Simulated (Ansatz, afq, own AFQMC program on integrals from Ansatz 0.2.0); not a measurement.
# SiH2O, triplet: AFQMC among the cluster methods

```yaml
atoms:
  - { symbol: Si, position_ang: [0.0221, 0.1541, 0.5679] }
  - { symbol: O, position_ang: [-0.0917, -0.3006, -1.0183] }
  - { symbol: H, position_ang: [0.1086, 1.0035, 1.7980] }
  - { symbol: H, position_ang: [0.7306, -0.5268, -1.4588] }
```

Connectivity, by distances: SiH–OH.

Basis cc-pVDZ. Noble-gas cores (and the filled d shells of Ga–Kr and In–Xe) are frozen. Ansatz 0.2.0 and our own AFQMC program on the same integrals; the CISD trial comes from CCSD amplitudes, and released means the phaseless constraint is let go. Free projection: walkers drawn from exp(T), propagated without any constraint. Its projection time is finite, and what remains of the start isn't in its error. Uncertainties: one standard error, sampling alone.

Determinant: UHF, the one that the program's search chose, which needn't be the lowest solution. The geometry is a point of a scan.

No full CI on the walks' own integrals is used here; CCSDT(Q) serves as the reference and is uncertain by about the last step of the cluster series.

Cautions: lower spins were not checked.

- T1 diagnostic: 0.0193
- weight of the determinant in the CISD state: 0.896
- ⟨S²⟩ of the determinant: 2.008
- size of the correlated space: 12 electrons in 36 orbitals

```tsv
level	correlation energy (eV)
MP2	-7.0209
CCSD	-7.5519
CCSD(T)	-7.7326
```

Q: Estimate where free-projection AFQMC lies against CCSD(T) on the same integrals.

A: 1.08 ± 0.40 kcal/mol below CCSD(T).

Reference: CCSDT(Q), correlation energy -7.775 eV. The released energy is read at 2.40 1/Eh (meV from the phaseless value at times in 1/Eh: 15 ± 11 at 0.24, 5 ± 10 at 0.51, -15 ± 16 at 0.99, 4 ± 19 at 1.62, -7 ± 23 at 2.40).

```tsv
level	E − E(reference) (kcal/mol)	share of correlation (%)
CCSD(T)	0.97	99.46
CCSDT	0.49	99.73
ph-AFQMC/HF	2.59 ± 1.40	98.56
ph-AFQMC/CISD	0.02 ± 0.30	99.99
released AFQMC	-0.14 ± 0.52	100.08
free AFQMC	-0.11 ± 0.40	100.06
```

Free projections are given only where their last times agree within the noise and don't stop above the reference; a slow remainder of the start can still hide under it. Released energies are given only where the last usable release times agree within the noise; a slower fall can still hide under it.
